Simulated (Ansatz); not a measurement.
Which is lower?

The two ends of one reaction step of C₂H₃N, closed shell (PBE0-D4/def2-TZVP).

A:

C1  (-0.253, 0.054, 0.403)
C2  (1.107, -0.238, -1.763)
N3  (0.492, -0.106, -0.784)
H4  (-0.317, 1.112, 0.660)
H5  (-1.260, -0.341, 0.265)
H6  (0.232, -0.482, 1.220)
(Å)

B:

C1  (-0.340, 0.132, 0.324)
C2  (0.671, -0.260, -0.639)
N3  (1.472, -0.570, -1.402)
H4  (-0.380, 1.219, 0.404)
H5  (-1.318, -0.235, 0.010)
H6  (-0.105, -0.285, 1.304)
(Å)

Ansatz 0.2.0; basis: def2-TZVPP; cores frozen in the correlated methods. B3LYP uses VWN-RPA correlation.

(1) Which structure is lower at CCSD(T), and by how much? (An estimate is asked for; the value comes from the calculation.)

No T1 diagnostic of these runs exceeds 0.014.

Results:

(1) The calculation gives: B, by 24.23 kcal/mol (electronic energy, against the other). By their contacts, A is C₂H₃N ([C][N][CH3]) and B is C₂H₃N (CC#N).

All methods give the same order:

```
      method  E(B) − E(A) (kcal/mol)
       SPW92                  -24.58
      PBE-D4                  -24.88
     BLYP-D4                  -23.85
   r2SCAN-D4                  -24.80
      B97M-V                  -24.30
     PBE0-D4                  -24.07
    B3LYP-D4                  -23.38
  r2SCAN0-D4                  -23.97
    BHLYP-D4                  -22.30
CAM-B3LYP-D4                  -22.91
     wB97X-V                  -22.93
     wB97M-V                  -22.55
      B2PLYP                  -24.74
    PBE-QIDH                  -24.91
  RPA on PBE                  -22.80
          HF                  -19.80
         MP2                  -26.94
        CCSD                  -23.92
     CCSD(T)                  -24.23
```

Labels in which every atom is bracketed show which atoms are joined, not bond orders.

For scale, one of the runs: CCSD(T)/def2-TZVPP, 135 basis functions, launched by `ansatz run in.yaml --threads 2 --pin off --events-out ev --progress --plain --max-ram 4352MiB`. The run took 9.5 s on 2 CPU threads of an Arm Neoverse V1 (shared host), with 0.73 GiB of host memory at its peak.
